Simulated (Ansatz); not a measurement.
```xyz
2

C     0.553    0.053    0.184
N    -0.553   -0.053   -0.184
```

Charge -1, multiplicity 1.

(1) List the ωB97M-V/def2-TZVPPD orbital energies in eV (Ansatz 0.2.0). (An estimate is asked.)

## Answers

(1) Computed: Occupied: -387.03, -274.24, -20.21, -7.13, -4.67, -4.67, -3.84. Lowest empty: 6.61, 7.91, 9.88, 9.88, 11.32, 11.67, 11.67, 12.29.
